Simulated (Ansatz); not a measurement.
# CH7Si (doublet): from Hartree-Fock to the top rungs at distance Si1–H5 along a hydrogen transfer = 1.536 Å, cc-pVDZ

How much of the correlation energy of CH7Si (doublet) does each wave-function method recover here?

Method: cc-pVDZ, core rule «outside noble gas», up to 6 orbitals frozen; program: Ansatz 0.2.0, Gaussian basis.

The runs, in order: UHF; CCSD(T) on ROHF; CCSD(T) on UHF; BCCD(T) on ROHF; CISD; CCSDT(Q) on ROHF; CCSDT(Q) on UHF; CASSCF and MRCISD+Q, 3 electrons in 3 orbitals; CASSCF and NEVPT2, 3 electrons in 3 orbitals; CASSCF and MRCISD+Q, 9 electrons in 9 orbitals; CASSCF and NEVPT2, 9 electrons in 9 orbitals.

## (1) The geometry

The geometry derives from fragments relaxed apart (PBE0/def2-TZVP) and kept rigid, so it is no stationary point. A hydrogen atom is moved between rigid fragments.

9 atoms, charge 0, spin multiplicity 2.

Atoms are counted from 1 here; the program's logs count them from 0.

Bond lengths: Si1–H2 1.485 Å, Si1–H3 1.485 Å, Si1–H4 1.485 Å, Si1–H5 1.536 Å, C6–H7 1.080 Å, C6–H8 1.080 Å, C6–H9 1.080 Å. Angles: H2–Si1–H3 109.5°, H2–Si1–H4 109.5°, H2–Si1–H5 109.5°, H3–Si1–H4 109.5°, H3–Si1–H5 109.5°, H4–Si1–H5 109.5°, H7–C6–H8 120.0°, H7–C6–H9 120.0°, H8–C6–H9 120.0°.

## (2) UHF

Contents of in.yaml:

```yaml
crystal:
  periodic: [false, false, false]
  atoms:
    - {symbol: Si, position_ang: [-0.935659, 0.000000, 0.000000]}
    - {symbol: H, position_ang: [-1.430530, 1.399708, 0.000000]}
    - {symbol: H, position_ang: [-1.430530, -0.699854, 1.212183]}
    - {symbol: H, position_ang: [-1.430530, -0.699854, -1.212183]}
    - {symbol: H, position_ang: [0.600341, 0.000000, 0.000000]}
    - {symbol: C, position_ang: [1.995341, 0.000000, 0.000000]}
    - {symbol: H, position_ang: [1.995341, -1.080022, 0.000000]}
    - {symbol: H, position_ang: [1.995341, 0.540011, 0.935327]}
    - {symbol: H, position_ang: [1.995341, 0.540012, -0.935327]}
basis:
  gaussian: {orbitals: cc-pVDZ}
magnetization: {spin_polarized: true, initial_magnetization: 1}
hamiltonian: {xc: hf}
output: {orbitals: {seedname: orbitals}}
```

The run is started by

```sh
$ ansatz run in.yaml --threads 1 --pin off --events-out ev --progress --plain --max-ram 2816MiB --backend cpu
```

Further steps of the session: CCSD(T) on ROHF; CCSD(T) on UHF; BCCD(T) on ROHF; CISD; CCSDT(Q) on ROHF; CCSDT(Q) on UHF; CASSCF and MRCISD+Q, 3 electrons in 3 orbitals; CASSCF and NEVPT2, 3 electrons in 3 orbitals; CASSCF and MRCISD+Q, 9 electrons in 9 orbitals; CASSCF and NEVPT2, 9 electrons in 9 orbitals.

Before running them: what should the planned runs give, taken together? Wanted: UCCSDT(Q) below the RHF energy; RMP2 from UCCSDT(Q); UMP2 from UCCSDT(Q); RCCSD from UCCSDT(Q); RCCSD(T) from UCCSDT(Q); UCCSD(T) from UCCSDT(Q); RCCSDT(Q) from UCCSDT(Q); NEVPT2 pair from UCCSDT(Q); MRCISD+Q pair from UCCSDT(Q).

The runs gave:

| quantity | value |
| --- | --- |
| UCCSDT(Q) below the RHF energy | -9.0420 eV |
| RMP2 from UCCSDT(Q) | +1619.1 meV |
| UMP2 from UCCSDT(Q) | +1656.5 meV |
| RCCSD from UCCSDT(Q) | +245.5 meV |
| RCCSD(T) from UCCSDT(Q) | +40.4 meV |
| UCCSD(T) from UCCSDT(Q) | +41.9 meV |
| RCCSDT(Q) from UCCSDT(Q) | +0.6 meV |
| NEVPT2 pair from UCCSDT(Q) | +1610.5 meV |
| MRCISD+Q pair from UCCSDT(Q) | +131.7 meV |
| MRCISD+Q frontier from UCCSDT(Q) | +57.9 meV |
| levels within 1 kcal/mol (43 meV) | RCCSD(T), UCCSD(T), BCCD(T), RCCSDT, UCCSDT, RCCSDT(Q) |
| T1 diagnostic | 0.021 |

RCCSD(T) misses by +40.4 meV, 0.4 % of the correlation energy. Of the multireference levels listed MRCISD+Q frontier comes nearest in total energy (+57.9 meV), which doesn't show that its space is the better one. These misses are within one basis, not against nature; the frozen cores of restricted and unrestricted runs differ, which can shift their rows.
